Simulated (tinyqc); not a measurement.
Inside a calculation. Method: UKS/BLYP in the sto-3g basis, for BH, spin multiplicity 3. One step of it, computed by the program tinyqc.

Question. Iteration 1: diagonalisation and new density. Diagonalise F' = X^T F X, C = X C', fill 4 alpha and 2 beta electrons from the bottom; D(s) = C_occ C_occ^T; the new density keeps 0.7 of the old one (damping). Each column has its largest component positive (the first on a tie).

F(alpha) (hartree):
```
            1B 1s      1B 2s     1B 2px     1B 2py     1B 2pz      2H 1s
1B 1s   -9.636722  -2.506034   0.000000   0.000000  -0.019214  -0.108991
1B 2s   -2.506034  -1.459585   0.000000   0.000000   0.007841  -0.137690
1B 2px   0.000000   0.000000  -0.645395   0.012971   0.000000   0.000000
1B 2py   0.000000   0.000000   0.012971  -0.694520   0.000000   0.000000
1B 2pz  -0.019214   0.007841   0.000000   0.000000  -0.666871  -0.102245
2H 1s   -0.108991  -0.137690   0.000000   0.000000  -0.102245   0.237876
```

F(beta) (hartree):
```
            1B 1s      1B 2s     1B 2px     1B 2py     1B 2pz      2H 1s
1B 1s   -9.556760  -2.483265   0.000000   0.000000   0.002975  -0.107807
1B 2s   -2.483265  -1.342980   0.000000   0.000000  -0.022170  -0.131899
1B 2px   0.000000   0.000000  -0.598907  -0.019016   0.000000   0.000000
1B 2py   0.000000   0.000000  -0.019016  -0.539005   0.000000   0.000000
1B 2pz   0.002975  -0.022170   0.000000   0.000000  -0.515064  -0.098094
2H 1s   -0.107807  -0.131899   0.000000   0.000000  -0.098094   0.237339
```

X:
```
            1B 1s      1B 2s    1B 2px    1B 2py     1B 2pz      2H 1s
1B 1s    1.029086  -0.143136  0.000000  0.000000  -0.002436   0.012813
1B 2s   -0.143136   1.041057  0.000000  0.000000   0.015118  -0.091956
1B 2px   0.000000   0.000000  1.000000  0.000000   0.000000   0.000000
1B 2py   0.000000   0.000000  0.000000  1.000000   0.000000   0.000000
1B 2pz  -0.002436   0.015118  0.000000  0.000000   1.018549  -0.113519
2H 1s    0.012813  -0.091956  0.000000  0.000000  -0.113519   1.030261
```

D(alpha) at the start:
```
            1B 1s      1B 2s    1B 2px    1B 2py     1B 2pz      2H 1s
1B 1s    0.010632  -0.042683  0.000000  0.000000   0.089533   0.020547
1B 2s   -0.042683   0.173177  0.000000  0.000000  -0.343549  -0.126001
1B 2px   0.000000   0.000000  1.000000  0.000000   0.000000   0.000000
1B 2py   0.000000   0.000000  0.000000  1.000000   0.000000   0.000000
1B 2pz   0.089533  -0.343549  0.000000  0.000000   0.892413  -0.206107
2H 1s    0.020547  -0.126001  0.000000  0.000000  -0.206107   1.078021
```

D(beta) at the start:
```
            1B 1s      1B 2s    1B 2px    1B 2py     1B 2pz      2H 1s
1B 1s    0.000582  -0.003337  0.000000  0.000000  -0.003826   0.025018
1B 2s   -0.003337   0.019139  0.000000  0.000000   0.021948  -0.143506
1B 2px   0.000000   0.000000  0.951936  0.213902   0.000000   0.000000
1B 2py   0.000000   0.000000  0.213902  0.048064   0.000000   0.000000
1B 2pz  -0.003826   0.021948  0.000000  0.000000   0.025170  -0.164570
2H 1s    0.025018  -0.143506  0.000000  0.000000  -0.164570   1.076031
```

overlap S:
```
           1B 1s     1B 2s    1B 2px    1B 2py    1B 2pz     2H 1s
1B 1s   1.000000  0.269328  0.000000  0.000000  0.000000  0.011477
1B 2s   0.269328  1.000000  0.000000  0.000000  0.000000  0.169255
1B 2px  0.000000  0.000000  1.000000  0.000000  0.000000  0.000000
1B 2py  0.000000  0.000000  0.000000  1.000000  0.000000  0.000000
1B 2pz  0.000000  0.000000  0.000000  0.000000  1.000000  0.216078
2H 1s   0.011477  0.169255  0.000000  0.000000  0.216078  1.000000
```

Give: F' = X^T F X; orbital energies; coefficients C; F' = X^T F X; orbital energies; coefficients C; D(alpha) after iteration 1; D(beta) after iteration 1.

Answer.

F' = X^T F X (alpha) (hartree):
```
         1        2        3        4        5        6
1  -9.4993  -1.0929   0.0000   0.0000  -0.0234   0.0061
2  -1.0929  -1.0065   0.0000   0.0000   0.0132  -0.0670
3   0.0000   0.0000  -0.6454   0.0130   0.0000   0.0000
4   0.0000   0.0000   0.0130  -0.6945   0.0000   0.0000
5  -0.0234   0.0132   0.0000   0.0000  -0.6646  -0.0622
6   0.0061  -0.0670   0.0000   0.0000  -0.0622   0.2832
```

orbital energies (alpha) (hartree): MO1 -9.6378, MO2 -0.8728, MO3 -0.6977, MO4 -0.6679, MO5 -0.6422, MO6 0.2913

coefficients C (alpha):
```
            MO1      MO2      MO3      MO4     MO5      MO6
1B 1s    1.0029  -0.2694   0.0000  -0.0193  0.0000   0.0287
1B 2s   -0.0112   1.0414   0.0000   0.0682  0.0000  -0.1542
1B 2px   0.0000   0.0000  -0.2405   0.0000  0.9706   0.0000
1B 2py   0.0000   0.0000   0.9706   0.0000  0.2405   0.0000
1B 2pz   0.0019  -0.0525   0.0000   1.0075  0.0000  -0.1810
2H 1s    0.0011  -0.0293   0.0000  -0.0471  0.0000   1.0392
```

F' = X^T F X (beta) (hartree):
```
         1        2        3        4        5        6
1  -9.4191  -1.0967   0.0000   0.0000   0.0038   0.0038
2  -1.0967  -0.8874   0.0000   0.0000  -0.0188  -0.0677
3   0.0000   0.0000  -0.5989  -0.0190   0.0000   0.0000
4   0.0000   0.0000  -0.0190  -0.5390   0.0000   0.0000
5   0.0038  -0.0188   0.0000   0.0000  -0.5091  -0.0721
6   0.0038  -0.0677   0.0000   0.0000  -0.0721   0.2828
```

orbital energies (beta) (hartree): MO1 -9.5578, MO2 -0.7554, MO3 -0.6044, MO4 -0.5335, MO5 -0.5130, MO6 0.2935

coefficients C (beta):
```
            MO1      MO2     MO3      MO4      MO5      MO6
1B 1s    1.0030  -0.2685  0.0000   0.0000   0.0269   0.0295
1B 2s   -0.0114   1.0379  0.0000   0.0000  -0.1016  -0.1589
1B 2px   0.0000   0.0000  0.9603  -0.2791   0.0000   0.0000
1B 2py   0.0000   0.0000  0.2791   0.9603   0.0000   0.0000
1B 2pz  -0.0007   0.1071  0.0000   0.0000   0.9989  -0.2033
2H 1s    0.0017  -0.0296  0.0000   0.0000  -0.0194   1.0400
```

D(alpha) after iteration 1:
```
          1B 1s    1B 2s   1B 2px   1B 2py   1B 2pz    2H 1s
1B 1s    0.3311  -0.1178   0.0000   0.0000   0.0617   0.0174
1B 2s   -0.1178   0.4480   0.0000   0.0000  -0.2363  -0.0983
1B 2px   0.0000   0.0000   0.7174  -0.0700   0.0000   0.0000
1B 2py   0.0000   0.0000  -0.0700   0.9826   0.0000   0.0000
1B 2pz   0.0617  -0.2363   0.0000   0.0000   0.9300  -0.1581
2H 1s    0.0174  -0.0983   0.0000   0.0000  -0.1581   0.7555
```

D(beta) after iteration 1:
```
          1B 1s    1B 2s  1B 2px  1B 2py   1B 2pz    2H 1s
1B 1s    0.3238  -0.0894  0.0000  0.0000  -0.0115   0.0204
1B 2s   -0.0894   0.3366  0.0000  0.0000   0.0487  -0.1097
1B 2px   0.0000   0.0000  0.6664  0.1497   0.0000   0.0000
1B 2py   0.0000   0.0000  0.1497  0.0336   0.0000   0.0000
1B 2pz  -0.0115   0.0487  0.0000  0.0000   0.0211  -0.1162
2H 1s    0.0204  -0.1097  0.0000  0.0000  -0.1162   0.7535
```
